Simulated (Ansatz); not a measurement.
hcp Tc was calculated with PBE-D4 in Ansatz (PAW).

Numerical settings: plane-wave cutoff 520 eV, 24×24×12 k mesh (along the axes of the cell as run), Fermi–Dirac smearing 0.05 eV, no spin polarisation, scalar-relativistic PAW data made under PBE.

Cell (relaxed at this level):

```cif
data_Tc2
_chemical_formula_sum 'Tc2'
_space_group_name_H-M_alt 'P 1'
_space_group_IT_number 1
_cell_length_a 2.73265
_cell_length_b 2.73265
_cell_length_c 4.37397
_cell_angle_alpha 90.000
_cell_angle_beta 90.000
_cell_angle_gamma 120.000
loop_
_space_group_symop_operation_xyz
  'x, y, z'
loop_
_atom_site_label
_atom_site_type_symbol
_atom_site_fract_x
_atom_site_fract_y
_atom_site_fract_z
_atom_site_occupancy
Tc1 Tc 0.33333 0.66667 0.25000 1
Tc2 Tc 0.66667 0.33333 0.75000 1
```

**Question.** Give the computed bulk modulus and pressure derivative B′ of the bulk modulus.

**Answer.** 
* **bulk modulus**: 317 GPa
* **pressure derivative B′ of the bulk modulus**: 4.5

The run finds no gap.

Measured, for comparison: bulk modulus 303 GPa (zero-point energy and finite temperature contributions removed; as tabulated in doi:10.1021/acs.jctc.3c00612). Computed (rounded) less measured: bulk modulus +5 %.

Note: the bulk modulus comes from volumes at which shape and atoms were relaxed.

The computed numbers hold no vibrational or temperature effects.

Computing time: roughly 8 core-minutes.

Ansatz is a first-principles code.
